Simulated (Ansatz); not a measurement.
A made-up structure of CH₅Si₂ (charge +1), singlet:

```
8
angstrom
C 0.2889 0.8646 0.2683
Si -1.0798 0.8300 -0.7969
Si 0.8705 -1.2704 0.6119
H -1.6040 -0.4019 -1.2702
H -1.7610 1.9848 -1.2644
H 0.7733 1.7083 0.6893
H 1.9798 -1.7627 1.4519
H 0.0618 -2.2980 -0.0738
```

It is relaxed with PBE-D4/def2-SVP and then PBE0-D4/def2-TZVP (Ansatz 0.2.0). Atoms count as bonded within 1.22 times the sum of their covalent radii (H–H: 0.88 Å). The end point is not checked to be a true minimum.

Does its bonding change? (Judge from chemistry; the calculation decides.)

The calculation gives: No: no bond forms or breaks.

Where it ends: The first stage lowers the energy by 1.76 eV in 7 steps. It ends as CH₅Si₂ ([SiH2][CH][SiH2]), total charge +1:
| atom | x (Å) | y (Å) | z (Å) |
| --- | --- | --- | --- |
| C1 | 0.2751 | 0.5144 | 0.2411 |
| Si2 | -1.0892 | 0.7710 | -0.8077 |
| Si3 | 0.8269 | -1.0991 | 0.5861 |
| H4 | -1.7733 | -0.3913 | -1.4010 |
| H5 | -1.5983 | 2.1135 | -1.1334 |
| H6 | 0.7854 | 1.3669 | 0.6833 |
| H7 | 1.9750 | -1.3740 | 1.4658 |
| H8 | 0.1278 | -2.2467 | -0.0182 |

Labels in which every atom is bracketed show which atoms are joined, not bond orders.

For scale, one of the runs: PBE0-D4/def2-TZVP relaxation, 135 basis functions, launched by `ansatz run in.yaml --threads 2 --pin off --events-out ev --progress --plain --max-ram 4352MiB`. Hardware: 2 CPU threads of an Arm Neoverse V1, shared host. Wall time about 19 s.
